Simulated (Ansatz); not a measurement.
How the LA phonon frequency at X of rock-salt KI moves with the method

No measured value is used here.

```
level (code)     value (cm⁻¹)  cell (Å³/atom)
---------------  ------------  --------------
LDA (Ansatz)               47           39.61
PBE (Ansatz)                ?           46.30
r²SCAN (Ansatz)            51           44.59
```

**Question.** Some entries are withheld; supply them.

**Answer.** 
- PBE (Ansatz, a program for electronic structure), value (cm⁻¹): 50

Each level is taken at its own relaxed cell. Cutoffs differ between the levels. Ansatz's density-functional and Hartree–Fock values are scalar-relativistic unless marked +SOC, with PAW data made under PBE.
